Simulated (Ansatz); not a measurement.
Grey tin (α-Sn) was calculated with PBEsol+SOC in Ansatz (plane waves, PAW).

The input as run:

Ansatz 0.2 input:
```yaml
crystal:
  lattice:
    - [0.0, 3.3128832374, 3.3128832374]
    - [3.3128832374, 0.0, 3.3128832374]
    - [3.3128832374, 3.3128832374, 0.0]
  atoms:
    - { symbol: Sn, position: [0.0, 0.0, 0.0] }
    - { symbol: Sn, position: [0.25, 0.25, 0.25] }
basis:
  ecutwfc: 520
  ecutrho_ratio: 4
  xc_grid: 2
kpoints:
  mp_grid: { grid: [10, 10, 10] }
hamiltonian:
  xc: pbesol
  dispersion: none
  pseudopotentials: { kind: paw }
scf:
  occupations: { method: fermi_dirac, width: 0.01 }
  convergence: { dr2_threshold: 0.0000000002 }
output:
  forces: true
  stress: true
  eigenvalues: true
magnetization:
  noncollinear: true
  spin_orbit: true
```

The run printed, among other lines:

```
Crystal: 2 atoms, lattice volume = 72.719 Å³
Basis set: ecut = 520 eV, 1917 PW (Γ), exchange–correlation on 72×72×72 points (8 copies of the dense FFT grid, shifted against one another)
Bands: 36, of which v1, the nominal top of the filled ones, is band 28 counted from 1 (27 counted from 0)
Symmetry: 48 space group operations + 48 with time reversal
k-points: 47 of 1000
Initial density: superposition of atomic densities (chi_scale 0.1, normalization cell)
Functional: x = pbesol(κ = 0.804, μ = 0.12345679012345678), c = pbesol(β = 0.046)
SCF 1 converged in 8 iterations: F = -11903.701755 eV  dr2 = 1.13e-11
SCF converged after 8 iterations
Free energy (F): -11903.701755 eV
Internal energy: -11903.701593 eV  (E = F + TS)
E sigma→0 (E₀):  -11903.701674 eV
Fermi energy:    6.817453 eV
--- Forces (eV/Å), atoms counted from 1 ---
  atom   1  Sn     0.00000000     0.00000000     0.00000000
  atom   2  Sn     0.00000000     0.00000000    -0.00000000
--- Stress (GPa, compression-positive) ---
       -1.469564       0.000000       0.000000
       -0.000000      -1.469564      -0.000000
        0.000000       0.000000      -1.469564
  P = ⅓ Tr σ = -1.4696 GPa (-14.696 kbar)
```

The cell is one volume of an energy–volume scan, off the minimum.

The PAW data were made under PBE.

Computing time: roughly 17 core-seconds.

Ansatz is a quantum-chemistry and plane-wave program.
